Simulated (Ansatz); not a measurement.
# C3H2S (SMILES C1=CSC=1): single points off equilibrium

The atoms stand at a structure displaced at random from a GFN2-xTB minimum. How far do the functionals agree with CCSD(T) there?

The runs use Ansatz 0.2.0, Gaussian basis; single points in def2-TZVPP.

Correlated methods freeze the cores.

**1. The starting structure**

6 atoms, charge 0, spin multiplicity 1.

Atoms are counted from 1 here; the program's logs count them from 0.

Bond lengths: C1–C2 1.297 Å, C1–C4 1.266 Å, C2–S3 1.870 Å, C2–H5 1.148 Å, S3–C4 1.881 Å, C4–H6 1.067 Å. Angles: C2–C1–C4 133.0°, C1–C2–S3 74.4°, C1–C2–H5 134.7°, S3–C2–H5 119.4°, C2–S3–C4 77.6°, C1–C4–S3 74.6°, C1–C4–H6 147.0°, S3–C4–H6 122.7°.

As a file:

```xyz
6

C     0.5470    0.2781    0.1927
C     0.6282   -0.3335   -0.9479
S    -1.1301   -0.5877   -0.3649
C    -0.4209    0.5335    0.9682
H     1.2258   -1.2302   -1.3427
H    -0.9998    1.2829    1.4596
```

**2. CCSD(T)/def2-TZVPP**

File run/in.yaml:

```yaml
crystal:
  periodic: [false, false, false]
  atoms:
    - {symbol: C, position_ang: [0.547000, 0.278100, 0.192700]}
    - {symbol: C, position_ang: [0.628200, -0.333500, -0.947900]}
    - {symbol: S, position_ang: [-1.130100, -0.587700, -0.364900]}
    - {symbol: C, position_ang: [-0.420900, 0.533500, 0.968200]}
    - {symbol: H, position_ang: [1.225800, -1.230200, -1.342700]}
    - {symbol: H, position_ang: [-0.999800, 1.282900, 1.459600]}
basis:
  gaussian: {orbitals: def2-TZVPP}
correlation: {method: ccsd_t}
output: {forces: true}
```

The command line of these runs was not kept.

**3. PBE0-D4/def2-TZVPP**

run/in.yaml, as its differences from that of step 2:

```diff
@@ -11,3 +11,3 @@
   gaussian: {orbitals: def2-TZVPP}
-correlation: {method: ccsd_t}
-output: {forces: true}
+hamiltonian: {xc: pbe0, dispersion: d4}
+output: {forces: true, orbitals: {seedname: orbitals}}
```

**4. wB97M-V/def2-TZVPP**

run/in.yaml, as its differences from that of step 3:

```diff
@@ -11,3 +11,3 @@
   gaussian: {orbitals: def2-TZVPP}
-hamiltonian: {xc: pbe0, dispersion: d4}
-output: {forces: true, orbitals: {seedname: orbitals}}
+hamiltonian: {xc: {name: wB97M-V}}
+output: {forces: true}
```

**5. r2SCAN-D4/def2-TZVPP**

run/in.yaml, as its differences from that of step 4:

```diff
@@ -11,3 +11,3 @@
   gaussian: {orbitals: def2-TZVPP}
-hamiltonian: {xc: {name: wB97M-V}}
+hamiltonian: {xc: r2scan, dispersion: d4}
 output: {forces: true}
```

**6. PBE-D4/def2-TZVPP**

run/in.yaml, as its differences from that of step 5:

```diff
@@ -11,3 +11,3 @@
   gaussian: {orbitals: def2-TZVPP}
-hamiltonian: {xc: r2scan, dispersion: d4}
+hamiltonian: {xc: pbe, dispersion: d4}
 output: {forces: true}
```

**7. CAM-B3LYP-D4/def2-TZVPP**

run/in.yaml, as its differences from that of step 6:

```diff
@@ -11,3 +11,3 @@
   gaussian: {orbitals: def2-TZVPP}
-hamiltonian: {xc: pbe, dispersion: d4}
+hamiltonian: {xc: {name: CAM-B3LYP}, dispersion: d4}
 output: {forces: true}
```

**8. revPBE-D4/def2-TZVPP**

run/in.yaml, as its differences from that of step 7:

```diff
@@ -11,3 +11,3 @@
   gaussian: {orbitals: def2-TZVPP}
-hamiltonian: {xc: {name: CAM-B3LYP}, dispersion: d4}
+hamiltonian: {xc: {name: revPBE}, dispersion: d4}
 output: {forces: true}
```

(Steps that only read results are left out.)

Before running it: what results should come out? Wanted: energy less free atoms, CCSD(T)/def2-TZVPP; RMS force component; RMS force error; HOMO and LUMO, PBE0-D4; T1 diagnostic.

**Answer**, as computed:

```
                                  quantity                                                                                                  value
energy less free atoms, CCSD(T)/def2-TZVPP                                                                                         -2183.6 kJ/mol
                       RMS force component                                                                   1.374 to 1.748 eV/Å over the methods
                           RMS force error  PBE0-D4 0.385, wB97M-V 0.363, r2SCAN-D4 0.260, PBE-D4 0.171, CAM-B3LYP-D4 0.475, revPBE-D4 0.120 eV/Å
                    HOMO and LUMO, PBE0-D4                                                                                     -6.19 and -2.19 eV
                             T1 diagnostic                                                                                                  0.016
```

Against CCSD(T) the functionals' energies less atoms differ by -243.0 to -79.0 kJ/mol, PBE-D4 by -243.0 kJ/mol. A larger basis would deepen the CCSD(T) value, while the functionals are nearly converged already, so the order here is not reliable. For forces revPBE-D4 does best and CAM-B3LYP-D4 worst. Frozen-core CCSD(T) forces in triple zeta carry basis errors of their own, and this is one geometry, so small gaps rank nothing.
